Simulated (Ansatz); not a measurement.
# BH₂ (doublet): PBE0, B3LYP, wB97M-V over a scan of the scale of all distances, aug-cc-pVDZ

Aim: run BH₂ (doublet) with these functionals over a scan of the scale of all distances, and hold them against the top wave-function level at the same points.

Computed with Ansatz 0.2.0, Gaussian basis. Level: aug-cc-pVDZ, all electrons in the functionals.

To be run: PBE0, B3LYP, wB97M-V, at 0.871; 1.000; 1.139; 1.324; 1.520; 1.778; 2.014; 2.369.

11 further runs of the same task are left out: 7 that didn't finish, 4 set aside as unsound or not needed.

## (1) The geometry

The geometry derives from a PBE0/def2-TZVP stationary point (not a proven minimum). All distances are scaled together.

3 atoms, charge 0, spin multiplicity 2.

Atoms are counted from 1 here; the program's logs count them from 0.

Bond lengths: B1–H2 1.191 Å, B1–H3 1.191 Å. Angles: H2–B1–H3 129.4°.

No dispersion term is added; wB97M-V holds VV10 nonlocal correlation. B3LYP takes the VWN-RPA correlation.

The geometry shown and the zero of energy belong to the point 1.000. The yardstick, FCI, and other wave-function levels (R restricted, U unrestricted, valence and pair active spaces) come from earlier runs.

## (2) PBE0, 0.871

The input, in.yaml:

```yaml
crystal:
  periodic: [false, false, false]
  atoms:
    - {symbol: B, position_ang: [0.000000, -0.069685, 0.000000]}
    - {symbol: H, position_ang: [0.000000, 0.373717, -0.938074]}
    - {symbol: H, position_ang: [0.000000, 0.373717, 0.938074]}
basis:
  gaussian: {orbitals: aug-cc-pVDZ}
magnetization: {spin_polarized: true, initial_magnetization: 1}
hamiltonian: {xc: {name: PBE0}}
output: {orbitals: {seedname: orbitals}}
```

Run with:

```
ansatz run in.yaml --threads 1 --pin off --events-out ev --progress --plain --max-ram 2393MiB
```

The program printed (excerpt; [...] marks lines left out):

```text
Functional definition: PBE0
  name "PBE0"
  cite "Adamo & Barone, J. Chem. Phys. 110, 6158 (1999) doi:10.1063/1.478522"
  cite "Perdew, Burke & Ernzerhof, Phys. Rev. Lett. 77, 3865 (1996) doi:10.1103/PhysRevLett.77.3865"
  parent pbe
[...]
329 factors; their error is unknown
[...]
mean field -703.58901653 eV, -25.8564194476 hartree, gradient 1.1e-5 eV, S^2 0.751754; 1 other end points of the search recorded, 0 dependent functions left out
reference -703.58907378 eV, -25.8564215516 hartree; 4, 3 occupied and 37, 38 virtual orbitals, 329 factors
Total energy: -703.58907378 eV, -25.8564215516 hartree
```

Run time: 0.52 s. Hardware: 1 thread of Intel Xeon Platinum 8375C at 2.90GHz, shared host.

From the report: ⟨S²⟩ of the determinant 0.752 (pure doublet: 0.75).

## (3) PBE0, 1.000

The input, in.yaml:

```yaml
crystal:
  periodic: [false, false, false]
  atoms:
    - {symbol: B, position_ang: [0.000000, -0.080006, 0.000000]}
    - {symbol: H, position_ang: [0.000000, 0.429067, -1.077008]}
    - {symbol: H, position_ang: [0.000000, 0.429067, 1.077008]}
basis:
  gaussian: {orbitals: aug-cc-pVDZ}
magnetization: {spin_polarized: true, initial_magnetization: 1}
hamiltonian: {xc: {name: PBE0}}
output: {orbitals: {seedname: orbitals}}
```

Launched as before.

The program printed (excerpt; [...] marks lines left out):

```text
Functional definition: PBE0
  name "PBE0"
  cite "Adamo & Barone, J. Chem. Phys. 110, 6158 (1999) doi:10.1063/1.478522"
  cite "Perdew, Burke & Ernzerhof, Phys. Rev. Lett. 77, 3865 (1996) doi:10.1103/PhysRevLett.77.3865"
  parent pbe
[...]
329 factors; their error is unknown
[...]
mean field -704.43633769 eV, -25.8875579258 hartree, gradient 2.5e-6 eV, S^2 0.751885; 1 other end points of the search recorded, 0 dependent functions left out
reference -704.43638486 eV, -25.8875596596 hartree; 4, 3 occupied and 37, 38 virtual orbitals, 329 factors
Total energy: -704.43638486 eV, -25.8875596596 hartree
```

It took 0.48 s on 1 thread of Intel Xeon Platinum 8375C at 2.90GHz, shared host.

From the report: ⟨S²⟩ of the determinant 0.752 (pure doublet: 0.75).

## (4) PBE0, 1.139

The input, in.yaml:

```yaml
crystal:
  periodic: [false, false, false]
  atoms:
    - {symbol: B, position_ang: [0.000000, -0.091127, 0.000000]}
    - {symbol: H, position_ang: [0.000000, 0.488707, -1.226712]}
    - {symbol: H, position_ang: [0.000000, 0.488707, 1.226712]}
basis:
  gaussian: {orbitals: aug-cc-pVDZ}
magnetization: {spin_polarized: true, initial_magnetization: 1}
hamiltonian: {xc: {name: PBE0}}
output: {forces: true, orbitals: {seedname: orbitals}}
```

Same command.

The program printed (excerpt; [...] marks lines left out):

```text
Functional definition: PBE0
  name "PBE0"
  cite "Adamo & Barone, J. Chem. Phys. 110, 6158 (1999) doi:10.1063/1.478522"
  cite "Perdew, Burke & Ernzerhof, Phys. Rev. Lett. 77, 3865 (1996) doi:10.1103/PhysRevLett.77.3865"
  parent pbe
[...]
329 factors; their error is unknown
[...]
mean field -703.98917300 eV, -25.8711249268 hartree, gradient 1.5e-5 eV, S^2 0.751826; 1 other end points of the search recorded, 0 dependent functions left out
[...]
reference -703.98922206 eV, -25.8711267297 hartree; 4, 3 occupied and 37, 38 virtual orbitals, 329 factors
Total energy: -703.98922206 eV, -25.8711267297 hartree
Atom 0 at     0.000000    -0.091127     0.000000 Å, force    -0.000000     1.923744     0.000000 eV/Å
Atom 1 at     0.000000     0.488707    -1.226712 Å, force     0.000000    -0.961872     2.353238 eV/Å
Atom 2 at     0.000000     0.488707     1.226712 Å, force     0.000000    -0.961872    -2.353238 eV/Å
Dipole moment:     0.000000     0.074810     0.000000 e Å
```

Run time: 0.6 s. Hardware: 1 thread of Intel Xeon Platinum 8375C at 2.90GHz, shared host.

From the report: ⟨S²⟩ of the determinant 0.752 (pure doublet: 0.75).

From 1.000: +43.1 kJ/mol.

Orbitals, density, ELF and potential are computed afterwards from the orbital file.

Frontier orbitals at PBE0/aug-cc-pVDZ (alpha spin), with the share of their density that lies nearest to each atom:

| orbital | energy (eV) | lies on |
| --- | --- | --- |
| HOMO | -6.32 | B1 75 %; H2, H3 about 12 % each |
| LUMO | -2.47 | B1 72 %; H2, H3 about 14 % each |

ELF in a plane through or near 3 of the atoms.

Ten even steps from '0' (0.00) to '9' (1.00):
```
0000000000000000000000000000
0000000000000000000000000000
0000000000000000000000000000
0000000000000000000000000000
0000000123211001123210000000
0000036788863223688876300000
0000279999986336899999620000
0000599999998558999999940000
0001699999999669999999961000
0001699999998438999999961000
0001599999995544999999950000
0000379999983781999999720000
0000135678884115888765300000
0000001235688888865321000000
0000000124689999864210000000
0000000014789999864100000000
0000000013689999863100000000
0000000001367887631000000000
0000000000124454210000000000
0000000000000110000000000000
```
The map spans 7.7 Å across and 6.0 Å up, centred on the molecule. Atoms in the plane (x, y in Å): B1 (0.0, -0.4), H2 (-1.2, 0.2), H3 (1.2, 0.2).

On the surface of density 0.002 e/bohr³ the electrostatic potential runs, from the 1st to the 99th percentile, from -0.44 to 1.85 V.

The spin density lies nearest to B1 80 %; H2, H3 about 10 % each.

## (5) PBE0, 1.324

The input, in.yaml:

```yaml
crystal:
  periodic: [false, false, false]
  atoms:
    - {symbol: B, position_ang: [0.000000, -0.105928, 0.000000]}
    - {symbol: H, position_ang: [0.000000, 0.568084, -1.425959]}
    - {symbol: H, position_ang: [0.000000, 0.568084, 1.425959]}
basis:
  gaussian: {orbitals: aug-cc-pVDZ}
magnetization: {spin_polarized: true, initial_magnetization: 1}
hamiltonian: {xc: {name: PBE0}}
output: {orbitals: {seedname: orbitals}}
```

The command is unchanged.

The program printed (excerpt; [...] marks lines left out):

```text
Functional definition: PBE0
  name "PBE0"
  cite "Adamo & Barone, J. Chem. Phys. 110, 6158 (1999) doi:10.1063/1.478522"
  cite "Perdew, Burke & Ernzerhof, Phys. Rev. Lett. 77, 3865 (1996) doi:10.1103/PhysRevLett.77.3865"
  parent pbe
[...]
329 factors; their error is unknown
[...]
mean field -702.54951461 eV, -25.8182184568 hartree, gradient 4.2e-5 eV, S^2 0.752412; 1 other end points of the search recorded, 0 dependent functions left out
reference -702.54956901 eV, -25.8182204558 hartree; 4, 3 occupied and 37, 38 virtual orbitals, 329 factors
Total energy: -702.54956901 eV, -25.8182204558 hartree
```

Run time: 0.54 s. Hardware: 1 thread of Intel Xeon Platinum 8375C at 2.90GHz, shared host.

From the report: ⟨S²⟩ of the determinant 0.752 (pure doublet: 0.75).

From 1.000: +182.1 kJ/mol.

## (6) PBE0, 1.520

The input, in.yaml:

```yaml
crystal:
  periodic: [false, false, false]
  atoms:
    - {symbol: B, position_ang: [0.000000, -0.121609, 0.000000]}
    - {symbol: H, position_ang: [0.000000, 0.652182, -1.637052]}
    - {symbol: H, position_ang: [0.000000, 0.652182, 1.637052]}
basis:
  gaussian: {orbitals: aug-cc-pVDZ}
magnetization: {spin_polarized: true, initial_magnetization: 1}
hamiltonian: {xc: {name: PBE0}}
output: {orbitals: {seedname: orbitals}}
```

Launched as before.

The program printed (excerpt; [...] marks lines left out):

```text
Functional definition: PBE0
  name "PBE0"
  cite "Adamo & Barone, J. Chem. Phys. 110, 6158 (1999) doi:10.1063/1.478522"
  cite "Perdew, Burke & Ernzerhof, Phys. Rev. Lett. 77, 3865 (1996) doi:10.1103/PhysRevLett.77.3865"
  parent pbe
[...]
329 factors; their error is unknown
[...]
mean field -700.85686595 eV, -25.7560147659 hartree, gradient 2.4e-5 eV, S^2 0.765506; 0 other end points of the search recorded, 0 dependent functions left out
reference -700.85692150 eV, -25.7560168074 hartree; 4, 3 occupied and 37, 38 virtual orbitals, 329 factors
Total energy: -700.85692150 eV, -25.7560168074 hartree
```

It took 0.57 s on 1 thread of Intel Xeon Platinum 8375C at 2.90GHz, shared host.

From the report: ⟨S²⟩ of the determinant 0.766 (pure doublet: 0.75).

From 1.000: +345.4 kJ/mol.

## (7) PBE0, 1.778

The input, in.yaml:

```yaml
crystal:
  periodic: [false, false, false]
  atoms:
    - {symbol: B, position_ang: [0.000000, -0.142251, 0.000000]}
    - {symbol: H, position_ang: [0.000000, 0.762881, -1.914920]}
    - {symbol: H, position_ang: [0.000000, 0.762881, 1.914920]}
basis:
  gaussian: {orbitals: aug-cc-pVDZ}
magnetization: {spin_polarized: true, initial_magnetization: 1}
hamiltonian: {xc: {name: PBE0}}
output: {orbitals: {seedname: orbitals}}
```

The command is unchanged.

The program printed (excerpt; [...] marks lines left out):

```text
Functional definition: PBE0
  name "PBE0"
  cite "Adamo & Barone, J. Chem. Phys. 110, 6158 (1999) doi:10.1063/1.478522"
  cite "Perdew, Burke & Ernzerhof, Phys. Rev. Lett. 77, 3865 (1996) doi:10.1103/PhysRevLett.77.3865"
  parent pbe
[...]
329 factors; their error is unknown
[...]
mean field -699.09701436 eV, -25.6913414126 hartree, gradient 4.4e-5 eV, S^2 0.869694; 1 other end points of the search recorded, 0 dependent functions left out
reference -699.09707001 eV, -25.6913434577 hartree; 4, 3 occupied and 37, 38 virtual orbitals, 329 factors
Total energy: -699.09707001 eV, -25.6913434577 hartree
```

Wall time 0.6 s (1 thread of Intel Xeon Platinum 8375C at 2.90GHz, shared host).

From the report: ⟨S²⟩ of the determinant 0.870 (pure doublet: 0.75).

From 1.000: +515.2 kJ/mol.

## (8) PBE0, 2.014

The input, in.yaml:

```yaml
crystal:
  periodic: [false, false, false]
  atoms:
    - {symbol: B, position_ang: [0.000000, -0.161133, 0.000000]}
    - {symbol: H, position_ang: [0.000000, 0.864141, -2.169094]}
    - {symbol: H, position_ang: [0.000000, 0.864141, 2.169094]}
basis:
  gaussian: {orbitals: aug-cc-pVDZ}
magnetization: {spin_polarized: true, initial_magnetization: 1}
hamiltonian: {xc: {name: PBE0}}
output: {forces: true, orbitals: {seedname: orbitals}}
```

The command is unchanged.

The program printed (excerpt; [...] marks lines left out):

```text
Functional definition: PBE0
  name "PBE0"
  cite "Adamo & Barone, J. Chem. Phys. 110, 6158 (1999) doi:10.1063/1.478522"
  cite "Perdew, Burke & Ernzerhof, Phys. Rev. Lett. 77, 3865 (1996) doi:10.1103/PhysRevLett.77.3865"
  parent pbe
[...]
329 factors; their error is unknown
[...]
mean field -698.13354782 eV, -25.6559346706 hartree, gradient 2.2e-5 eV, S^2 1.094192; 5 other end points of the search recorded, 0 dependent functions left out
[...]
reference -698.13360600 eV, -25.6559368087 hartree; 4, 3 occupied and 37, 38 virtual orbitals, 329 factors
Total energy: -698.13360600 eV, -25.6559368087 hartree
Atom 0 at     0.000000    -0.161133     0.000000 Å, force     0.000000     1.136857     0.000000 eV/Å
Atom 1 at     0.000000     0.864141    -2.169094 Å, force    -0.000000    -0.568429     1.106837 eV/Å
Atom 2 at     0.000000     0.864141     2.169094 Å, force     0.000000    -0.568429    -1.106837 eV/Å
Dipole moment:    -0.000000    -0.160945    -0.000000 e Å
```

It took 1.6 s on 1 thread of Intel Xeon Platinum 8375C at 2.90GHz, shared host.

From the report: ⟨S²⟩ of the determinant 1.094 (pure doublet: 0.75).

From 1.000: +608.1 kJ/mol.

## (9) PBE0, 2.369

The input, in.yaml:

```yaml
crystal:
  periodic: [false, false, false]
  atoms:
    - {symbol: B, position_ang: [0.000000, -0.189535, 0.000000]}
    - {symbol: H, position_ang: [0.000000, 1.016459, -2.551432]}
    - {symbol: H, position_ang: [0.000000, 1.016459, 2.551432]}
basis:
  gaussian: {orbitals: aug-cc-pVDZ}
magnetization: {spin_polarized: true, initial_magnetization: 1}
hamiltonian: {xc: {name: PBE0}}
output: {orbitals: {seedname: orbitals}}
```

The command is unchanged.

The program printed (excerpt; [...] marks lines left out):

```text
Functional definition: PBE0
  name "PBE0"
  cite "Adamo & Barone, J. Chem. Phys. 110, 6158 (1999) doi:10.1063/1.478522"
  cite "Perdew, Burke & Ernzerhof, Phys. Rev. Lett. 77, 3865 (1996) doi:10.1103/PhysRevLett.77.3865"
  parent pbe
[...]
329 factors; their error is unknown
[...]
mean field -697.46572294 eV, -25.6313925589 hartree, gradient 8.2e-6 eV, S^2 1.446647; 5 other end points of the search recorded, 0 dependent functions left out
reference -697.46578776 eV, -25.6313949409 hartree; 4, 3 occupied and 37, 38 virtual orbitals, 329 factors
Total energy: -697.46578776 eV, -25.6313949409 hartree
```

It took 2.1 s on 1 thread of Intel Xeon Platinum 8375C at 2.90GHz, shared host.

From the report: ⟨S²⟩ of the determinant 1.447 (pure doublet: 0.75). The determinant is far from a pure spin state, so its energy mixes those of several spin states (harmless only where they are near-degenerate, as at dissociation).

From 1.000: +672.6 kJ/mol.

The fields below are evaluated on a grid from the run's orbitals.

Frontier orbitals at PBE0/aug-cc-pVDZ (alpha spin), with the share of their density that lies nearest to each atom:

```csv
orbital,energy (eV),lies on
HOMO,-8.34,"H2, H3 about 45 % each; B1 11 %"
LUMO,-2.76,B1 95 %
```

ELF in a plane through or near 3 of the atoms.

Values, 10 rows by 14 columns:
```
0.00 0.00 0.00 0.00 0.00 0.00 0.00 0.00 0.00 0.00 0.00 0.00 0.00 0.00
0.00 0.00 0.00 0.00 0.00 0.00 0.00 0.00 0.00 0.00 0.00 0.00 0.00 0.00
0.00 0.00 0.31 0.82 0.74 0.08 0.00 0.00 0.01 0.33 0.85 0.61 0.03 0.00
0.00 0.04 0.99 1.00 1.00 0.32 0.02 0.02 0.05 0.83 1.00 1.00 0.66 0.00
0.00 0.17 1.00 1.00 1.00 0.25 0.33 0.31 0.19 0.79 1.00 1.00 0.91 0.01
0.00 0.09 1.00 1.00 0.92 0.32 0.93 0.66 0.92 0.32 1.00 1.00 0.81 0.01
0.00 0.00 0.56 0.63 0.17 0.92 0.50 0.57 1.00 0.48 0.41 0.73 0.12 0.00
0.00 0.00 0.00 0.02 0.15 0.92 0.93 0.82 0.97 0.67 0.03 0.01 0.00 0.00
0.00 0.00 0.00 0.00 0.03 0.37 0.48 0.42 0.52 0.18 0.00 0.00 0.00 0.00
0.00 0.00 0.00 0.00 0.00 0.00 0.01 0.01 0.01 0.00 0.00 0.00 0.00 0.00
```
The map spans 10.3 Å across and 6.8 Å up, centred on the molecule. Atoms in the plane (x, y in Å): B1 (0.0, -0.8), H2 (-2.6, 0.4), H3 (2.6, 0.4).

On the surface of density 0.002 e/bohr³ the electrostatic potential runs, from the 1st to the 99th percentile, from -0.38 to 1.65 V.

The spin density lies nearest to H2, H3 about 35 % each; B1 30 % (beta excess).

## (10) B3LYP, 0.871

The input, in.yaml:

```yaml
crystal:
  periodic: [false, false, false]
  atoms:
    - {symbol: B, position_ang: [0.000000, -0.069685, 0.000000]}
    - {symbol: H, position_ang: [0.000000, 0.373717, -0.938074]}
    - {symbol: H, position_ang: [0.000000, 0.373717, 0.938074]}
basis:
  gaussian: {orbitals: aug-cc-pVDZ}
magnetization: {spin_polarized: true, initial_magnetization: 1}
hamiltonian: {xc: {name: B3LYP}}
```

Same command.

The program printed (excerpt; [...] marks lines left out):

```text
Functional definition: B3LYP
  name "B3LYP"
  cite "Stephens, Devlin, Chabalowski & Frisch, J. Phys. Chem. 98, 11623 (1994) doi:10.1021/j100096a001"
  cite "Becke, Phys. Rev. A 38, 3098 (1988) doi:10.1103/PhysRevA.38.3098"
  cite "Lee, Yang & Parr, Phys. Rev. B 37, 785 (1988) doi:10.1103/PhysRevB.37.785"
  cite "Vosko, Wilk & Nusair, Can. J. Phys. 58, 1200 (1980) doi:10.1139/p80-159"
[...]
329 factors; their error is unknown
[...]
mean field -704.98223381 eV, -25.9076192383 hartree, gradient 9.3e-6 eV, S^2 0.751337; 1 other end points of the search recorded, 0 dependent functions left out
reference -704.98250805 eV, -25.9076293164 hartree; 4, 3 occupied and 37, 38 virtual orbitals, 329 factors
Total energy: -704.98250805 eV, -25.9076293164 hartree
```

Wall time 0.63 s (1 thread of Intel Xeon Platinum 8375C at 2.90GHz, shared host).

From the report: ⟨S²⟩ of the determinant 0.751 (pure doublet: 0.75).

(Part 1 of 3 ends here.)
